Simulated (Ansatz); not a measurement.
**PO (Phosphorus monoxide) at 6 levels**

Aim: a comparison of 6 runs (UHF/STO-3G, U-wB97X/STO-3G, UBLYP/STO-3G, UHSE06/STO-3G, USVWN5/STO-3G, UCCSD(T)/STO-3G) of PO (Phosphorus monoxide). 

The results are computed with Ansatz 0.2.0.

48 further runs of the same task are left out: 7 that didn't finish, 41 set aside as unsound or not needed.

### 1 The molecule

PO: 2 atoms, total charge 0, spin state doublet. SMILES: `O=[P]`. The P2–O1 distance was set to 2.910 Å, away from the relaxed value.

### 2 The energy at UHF/STO-3G (run 1)

The input, in.yaml:

```yaml
crystal:
  periodic: [false, false, false]
  atoms:
    - {symbol: O, position_ang: [0.000000, 0.000000, -1.455110]}
    - {symbol: P, position_ang: [0.000000, 0.000000, 1.455090]}
basis:
  gaussian:
    orbitals: STO-3G
magnetization:
  spin_polarized: true
  initial_magnetization: 1
hamiltonian:
  xc: hf
accuracy: high
```

On the command line:

```sh
$ ansatz run in.yaml --threads 1 --pin off --max-ram 2610MiB --events-out events.jsonl --progress --plain --runs-dir runs
```

The program printed:

```text
Warning: RAYON_NUM_THREADS=1 ignored (pool sized by the plan → 1); use --threads N
Functional definition: HF
  name "HF"
  exchange = exact_x
  correlation = 0
208 factors; integrals over basis functions are off by at most 9.3e-9 eV
mean field evaluation 1: about -11131.8041 eV, gradient 1.9e1 eV
mean field evaluation 2: about -11131.8102 eV, gradient 1.9e1 eV
mean field evaluation 4: about -11129.8266 eV, gradient 1.4e1 eV
mean field evaluation 8: about -11165.9350 eV, gradient 8.3e0 eV
mean field evaluation 16: about -11168.1381 eV, gradient 3.0e-8 eV
mean field evaluation 32: about -11172.1333 eV, gradient 5.6e-2 eV
mean field evaluation 64: about -11175.0058 eV, gradient 1.2e-2 eV
mean field evaluation 96: about -11173.2564 eV, gradient 4.3e-1 eV
mean field evaluation 128: about -11171.8149 eV, gradient 2.2e-2 eV
mean field -11175.00584997 eV, -410.6738902953 hartree, gradient 6.2e-9 eV, S^2 2.732314; 8 other end points of the search recorded, 0 dependent functions left out
reference -11175.00584997 eV, -410.6738902953 hartree; 12, 11 occupied and 2, 3 virtual orbitals, 208 factors
Total energy: -11175.00584997 eV, -410.6738902953 hartree
```

It took 0.32 s on 1 thread of Intel Xeon Platinum 8375C at 2.90GHz (Ice Lake), shared host.

### 3 A single-point energy at U-wB97X/STO-3G (run 2)

The input, run.yaml:

```yaml
crystal:
  periodic: [false, false, false]
  atoms:
    - {symbol: O, position_ang: [0.000000, 0.000000, -1.455110]}
    - {symbol: P, position_ang: [0.000000, 0.000000, 1.455090]}
basis:
  gaussian:
    orbitals: STO-3G
magnetization:
  spin_polarized: true
  initial_magnetization: 1
hamiltonian:
  xc: {name: wB97X}
accuracy: high
```

On the command line:

```sh
$ ansatz run run.yaml --threads 1 --pin off --max-ram 2610MiB --events-out events.jsonl --progress --plain --runs-dir runs
```

The program printed, shortened:

```text
Warning: RAYON_NUM_THREADS=1 ignored (pool sized by the plan → 1); use --threads N
Functional definition: wB97X
  name "wB97X"
[...]
      + exact_x_lr(omega)
[...]
      + integral(e_c_pw_opposite_spin*poly(b97_u_opposite, 1, cos1, cos2, cos3, cos4))
208 factors; integrals over basis functions are off by at most 9.3e-9 eV
91 factors; integrals over basis functions are off by at most 2.8e-9 eV
[...]
mean field -11194.79326530 eV, -411.4010643962 hartree, gradient 9.1e-9 eV, S^2 2.690209; 2 other end points of the search recorded, 0 dependent functions left out
reference -11194.79326488 eV, -411.4010643808 hartree; 12, 11 occupied and 2, 3 virtual orbitals, 208 factors
Total energy: -11194.79326488 eV, -411.4010643808 hartree
```

Wall time 9.6 s (1 thread of Intel Xeon Platinum 8375C at 2.90GHz (Ice Lake), shared host); peak memory 0.28 GiB.

Run 3 isn't shown in full; the table further down has it.

### 4 A single-point energy at UHSE06/STO-3G (run 4)

The input, input.yaml:

```yaml
crystal:
  periodic: [false, false, false]
  atoms:
    - symbol: O
      position_ang: [0.000000, 0.000000, -1.455110]
    - symbol: P
      position_ang: [0.000000, 0.000000, 1.455090]
basis:
  gaussian:
    orbitals: STO-3G
magnetization:
  spin_polarized: true
  initial_magnetization: 1
hamiltonian:
  xc: {name: HSE06}
accuracy: high
```

On the command line:

```sh
$ ansatz run input.yaml --threads 1 --pin off --max-ram 2610MiB --events-out events.jsonl --progress --plain --runs-dir runs
```

The program printed:

```text
Warning: RAYON_NUM_THREADS=1 ignored (pool sized by the plan → 1); use --threads N
Functional definition: HSE06
  name "HSE06"
  parameter a = 0.25
  parameter omega = 0.11/bohr
  exchange = pbe_x - a*pbe_x_sr(omega) + a*exact_x_sr(omega)
  correlation = pbe_c
208 factors; integrals over basis functions are off by at most 9.3e-9 eV
47 factors; integrals over basis functions are off by at most 9.6e-10 eV
mean field evaluation 1: about -11148.9956 eV, gradient 2.6e1 eV
mean field evaluation 2: about -11069.3822 eV, gradient 8.0e0 eV
mean field evaluation 4: about -11142.1253 eV, gradient 1.9e1 eV
mean field evaluation 8: about -11182.5612 eV, gradient 2.0e1 eV
mean field evaluation 16: about -11189.6976 eV, gradient 4.8e-4 eV
mean field evaluation 32: about -11189.6976 eV, gradient 1.2e-7 eV
mean field -11189.69757015 eV, -411.2138010538 hartree, gradient 1.1e-8 eV, S^2 2.656852; 2 other end points of the search recorded, 0 dependent functions left out
reference -11189.69757137 eV, -411.2138010986 hartree; 12, 11 occupied and 2, 3 virtual orbitals, 208 factors
Total energy: -11189.69757137 eV, -411.2138010986 hartree
```

Run time: 1.6 s. Hardware: 1 thread of Intel Xeon Platinum 8375C at 2.90GHz (Ice Lake), shared host; peak memory 0.12 GiB.

Run 5 isn't shown in full; the table further down has it.

### 5 The energy at UCCSD(T)/STO-3G (run 6)

The input, in.yaml:

```yaml
crystal:
  periodic: [false, false, false]
  atoms:
    - symbol: O
      position_ang: [0.000000, 0.000000, -1.455110]
    - symbol: P
      position_ang: [0.000000, 0.000000, 1.455090]
basis:
  gaussian: {orbitals: STO-3G}
magnetization: {spin_polarized: true, initial_magnetization: 1}
scf: {omitted_lower_state_checks: [cluster_reference, increment]}
accuracy: high
correlation: {method: ccsd_t, frozen_orbitals: {O: 1, P: 5}}
```

On the command line:

```sh
$ ansatz run in.yaml --threads 1 --pin off --max-ram 2610MiB --events-out events.jsonl --progress --plain --runs-dir runs
```

The program printed:

```text
Warning: RAYON_NUM_THREADS=1 ignored (pool sized by the plan → 1); use --threads N
[... 18 lines left out ...]
6 core orbitals not correlated: weight in the atoms' cores, before any rotation towards them, 1.000 or more for the frozen orbitals, at most 0.000 for the correlated occupied ones
[... 92 lines left out ...]
Total energy: -11175.04504311 eV, -410.6753306166 hartree
Checks for a lower state left out: cluster_reference, increment
```

Wall time 0.62 s (1 thread of Intel Xeon Platinum 8375C at 2.90GHz (Ice Lake), shared host).

### 6 All runs side by side

```tsv
run	level	frozen core orbitals	energy (Eh)	⟨S²⟩	wall time
1	UHF/STO-3G	–	-410.673890	2.732	0.32 s
2	U-wB97X/STO-3G	–	-411.401064	2.690	9.6 s
3	UBLYP/STO-3G	–	-411.338180	2.508	1.6 s
4	UHSE06/STO-3G	–	-411.213801	2.657	1.6 s
5	USVWN5/STO-3G	–	-409.515436	2.490	0.83 s
6	UCCSD(T)/STO-3G	6	-410.675331	2.732	0.62 s
```

### 7 Outcome

| quantity | value |
| --- | --- |
| run 6: total energy | -410.67533 Eh |
| run 6: correlation energy (6 core orbitals frozen) | -1.4 mEh |
| run 6: (T) correction | -0.01 mEh |
| run 6: ⟨S²⟩ of the reference determinant | 2.732 |
| run 6: T1 diagnostic | 0.012 |

What this shows: Totals of different functionals can't be ranked against each other. In runs 1, 2, 3, 4, 5, 6 the basis is minimal, so the values are rough. Spin contamination of the reference: run 1 ⟨S²⟩ = 2.73, run 6 ⟨S²⟩ = 2.73, run 2 ⟨S²⟩ = 2.69, run 4 ⟨S²⟩ = 2.66, run 3 ⟨S²⟩ = 2.51, run 5 ⟨S²⟩ = 2.49. Where it is this large, the reference is a mixture of spin states, and values that rest on it are in doubt. All runs together took 15 s, the longest 9.6 s.
